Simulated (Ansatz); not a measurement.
# COSi: the cost of one run

The runs use Ansatz 0.2.0, Gaussian basis; def2-QZVPP, all electrons in the functionals, frozen cores in the correlation of double hybrids and RPA.

To be run: wB97M-V, B2PLYP, at charge 0, triplet; charge 0, singlet; charge 0, quintet; charge 1, doublet; charge 1, quartet.

2 further runs of the same task are left out: 2 set aside as unsound or not needed.

**1. The geometry**

The geometry is a PBE0/def2-TZVP stationary point (not a proven minimum).

3 atoms, charge 0, spin multiplicity 3.

Atoms are counted from 1 here; the program's logs count them from 0.

Bond lengths: O1–C2 1.153 Å, C2–Si3 1.807 Å. Angles: O1–C2–Si3 180.0°.

No dispersion term is added; wB97M-V holds VV10 nonlocal correlation.

The geometry shown and the zero of energy belong to the point charge 0, triplet. The yardstick, UCCSD(T), and other wave-function levels (R restricted, U unrestricted, valence and pair active spaces) come from earlier runs.

**2. wB97M-V, charge 0, triplet**

File in.yaml:

```yaml
crystal:
  periodic: [false, false, false]
  atoms:
    - {symbol: O, position_ang: [0.000000, 0.000000, -1.370973]}
    - {symbol: C, position_ang: [0.000000, 0.000000, -0.218248]}
    - {symbol: Si, position_ang: [0.000000, 0.000000, 1.589221]}
basis:
  gaussian: {orbitals: "def2-QZVPP.json"}
magnetization: {spin_polarized: true, initial_magnetization: 2}
hamiltonian: {xc: {name: wB97M-V}}
output: {orbitals: {seedname: orbitals}}
```

The run is started by

```bash
$ ansatz run in.yaml --threads 1 --pin off --events-out ev --progress --plain --max-ram 2393MiB
```

Q: Estimate wall time and peak memory on 1 thread of Intel Xeon Platinum 8259CL at 2.50GHz, shared host.

About 19 s, with a peak of 0.46 GiB.
